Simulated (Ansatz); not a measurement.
From input file to script: C2H2ClFO2, SMILES OC(O)=C(F)Cl in Ansatz 0.2.0.

```yaml
crystal:
  periodic: [false, false, false]
  atoms:
    - { symbol: O, position_ang: [0.5772, -1.4288, 0.0239] }
    - { symbol: C, position_ang: [-0.2118, -0.2275, 0.1052] }
    - { symbol: O, position_ang: [-1.5078, -0.3734, 0.5912] }
    - { symbol: C, position_ang: [0.3628, 0.9771, -0.2712] }
    - { symbol: F, position_ang: [1.5551, 1.0009, -0.7661] }
    - { symbol: Cl, position_ang: [-0.6066, 2.4487, -0.1638] }
    - { symbol: H, position_ang: [1.4286, -1.1404, -0.3495] }
    - { symbol: H, position_ang: [-1.5054, -1.3137, 0.7746] }
basis:
  gaussian: { orbitals: def2-SVP }
hamiltonian:
  xc: pbe
output:
  forces: true
```

On the command line:
```console
$ ansatz run input.yaml --threads 1 --pin off --max-ram 4096MiB --backend cpu --events-out ev --progress --plain --runs-dir out
Engine: ansatz 0.2.0, aarch64-unknown-linux-gnu
Functional definition: PBE
  parameter kappa = 0.804
  parameter beta = 0.06672455060314922
  exchange = pbe_x(kappa = kappa, mu = beta*pi^2/3)
  correlation = pbe_c(beta = beta)
1061 factors; their error is unknown
mean field evaluation 1: about -21407.8746 eV, gradient 5.6e1 eV
mean field evaluation 2: about -21394.1413 eV, gradient 9.9e1 eV
mean field evaluation 4: about -21413.4354 eV, gradient 9.1e0 eV
mean field evaluation 8: about -21413.6282 eV, gradient 2.2e-1 eV
mean field evaluation 16: about -21413.5662 eV, gradient 3.7e-4 eV
mean field -21413.56620743 eV, -786.9340434867 hartree, gradient 5.5e-5 eV, S^2 0.000000; 0 other end points of the search recorded, 0 dependent functions left out
the calculation of the forces begins
reference -21413.56623008 eV, -786.9340443190 hartree; 28, 28 occupied and 70, 70 virtual orbitals, 1061 factors
Total energy: -21413.56623008 eV, -786.9340443190 hartree
Atom 0 at     0.577200    -1.428800     0.023900 Å, force    -1.904767     1.648034     0.349096 eV/Å
Atom 1 at    -0.211800    -0.227500     0.105200 Å, force     0.967728    -0.030707    -0.248359 eV/Å
Atom 2 at    -1.507800    -0.373400     0.591200 Å, force     2.307840     0.629701    -0.928116 eV/Å
Atom 3 at     0.362800     0.977100    -0.271200 Å, force    -4.155401    -1.150648     1.654132 eV/Å
Atom 4 at     1.555100     1.000900    -0.766100 Å, force     2.332444     0.467358    -0.958275 eV/Å
Atom 5 at    -0.606600     2.448700    -0.163800 Å, force     0.769833    -0.416035    -0.217127 eV/Å
Atom 6 at     1.428600    -1.140400    -0.349500 Å, force     0.198423    -0.016020    -0.069787 eV/Å
Atom 7 at    -1.505400    -1.313700     0.774600 Å, force    -0.516099    -1.131682     0.418436 eV/Å
Dipole moment:     0.163577    -0.378762     0.001260 e Å
```

`energy_c2h2clfo2.py`
```python
"""Single point of C2H2ClFO2."""

import sys

import ansatz
import numpy as np

GEOMETRY = """
O     0.57720   -1.42880    0.02390
C    -0.21180   -0.22750    0.10520
O    -1.50780   -0.37340    0.59120
C     0.36280    0.97710   -0.27120
F     1.55510    1.00090   -0.76610
Cl   -0.60660    2.44870   -0.16380
H     1.42860   -1.14040   -0.34950
H    -1.50540   -1.31370    0.77460
"""


def main() -> None:
    geometry = ansatz.Crystal.molecule()
    for line in GEOMETRY.strip().splitlines():
        symbol, *xyz = line.split()
        geometry = geometry.atom(symbol, [float(v) for v in xyz])

    calculation = geometry.calculation()
    calculation = calculation.basis(gaussian="def2-SVP")
    calculation = calculation.functional("pbe")
    calculation = calculation.forces()
    try:
        r = calculation.run(threads=1).report
    except ansatz.AnsatzError as error:
        sys.exit(f"{type(error).__name__}: {error}")

    print("reference energy %16.6f eV" % r["reference_energy_ev"])
    print("total energy     %16.6f eV" % r["free_energy_ev"])
    print("occupied (up, down):", r["n_occupied"], " virtual:", r["n_virtual"], " frozen:", r["n_frozen"])

    symbols = [site.symbol for site in geometry.cartesian_sites]
    print("forces (eV/A)")
    for symbol, f in zip(symbols, r["forces_ev_ang"]):
        print(f"  {symbol:2s} {f[0]:9.4f} {f[1]:9.4f} {f[2]:9.4f}")

    charges = r["charge_distribution"]
    dipole = np.array(charges["dipole_moment_e_ang"]) * 4.803205
    print("dipole (D): {:.3f} {:.3f} {:.3f}, length {:.3f}".format(*dipole, np.linalg.norm(dipole)))
    print("atom  Mulliken   Lowdin")
    for symbol, m, l in zip(symbols, charges["mulliken_charges_e"], charges["lowdin_charges_e"]):
        print(f"{symbol:4s} {m:9.3f} {l:8.3f}")


if __name__ == "__main__":
    main()
```

Output of `python energy_c2h2clfo2.py`:
```text
reference energy    -21413.566230 eV
total energy        -21413.566230 eV
occupied (up, down): [28, 28]  virtual: [70, 70]  frozen: 0
forces (eV/A)
  O    -1.9048    1.6480    0.3491
  C     0.9677   -0.0307   -0.2484
  O     2.3078    0.6297   -0.9281
  C    -4.1554   -1.1506    1.6541
  F     2.3324    0.4674   -0.9583
  Cl    0.7698   -0.4160   -0.2171
  H     0.1984   -0.0160   -0.0698
  H    -0.5161   -1.1317    0.4184
dipole (D): 0.786 -1.819 0.006, length 1.982
atom  Mulliken   Lowdin
O       -0.231    0.132
C        0.153   -0.238
O       -0.158    0.204
C        0.052   -0.456
F       -0.103    0.173
Cl      -0.076    0.219
H        0.182   -0.014
H        0.180   -0.020
```

Caveats:
- Total energies depend on the basis set; only differences at equal settings carry meaning.
- The geometry is a force-field or estimated start, not a minimum of this method, and the basis set is short of its limit.
- The Löwdin charges here are taken after orthogonalising the functions within each atom; they differ from plain Löwdin charges, and their signs can be unphysical.
- Timing: 3.5 s on 1 thread of Arm Neoverse V1, with other jobs on the host, peak memory 0.2 GiB.

(A comment or docstring line of the script was reworded after the run, the code is as it ran; lines on the test bed's own set-up are left out of the output.)
